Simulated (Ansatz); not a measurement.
C6H14O can be A, `CC(C)C(C)(C)O`, or B, `CCCC(O)CC`.

Calculated with Ansatz (gas phase, PBE0-D4/def2-TZVP geometries, no zero-point term in ΔE). CBS: MP2 limit from def2 TZ/QZ plus the TZ coupled-cluster correction, frozen cores. Functionals use def2-TZVPP. B3LYP here is the variant with VWN-RPA as its local correlation; programs differ in this. Each species was taken in one conformer, which may not be the lowest.

Question: Which isomer does CCSD(T)/CBS put lower? Give the gap. (Estimate.)

Answer: Ansatz gave: A, by 15.8 kJ/mol.

Question: Give E(B) − E(A) in kJ/mol with PBE0-D4, BLYP-D4, CCSD(T)/def2-TZVPP, LDA (SPW92), B3LYP-D4, B3LYP, r2SCAN-D4. (Best estimate.)

Answer: The calculation gave: PBE0-D4 9.6, BLYP-D4 10.5, CCSD(T)/def2-TZVPP 15.8, LDA (SPW92) 18.5, B3LYP-D4 9.6, B3LYP -1.5, r2SCAN-D4 13.4. The order is the other way round with B3LYP.

Largest T1 diagnostic: 0.009.

Leaving LDA and LC-ωPBE aside and taking each functional with its dispersion term where it has one, the values, not all of them listed here, spread over 8.4 kJ/mol, from B2PLYP to B97M-V. LDA lies +16.1 kJ/mol from PBE without D4. The D4 term adds +11.2 kJ/mol with B3LYP and +6.1 kJ/mol with PBE0; it sums over pairs of atoms, weighted by their polarisabilities, and B3LYP, whose exchange is more repulsive, gets the larger term.
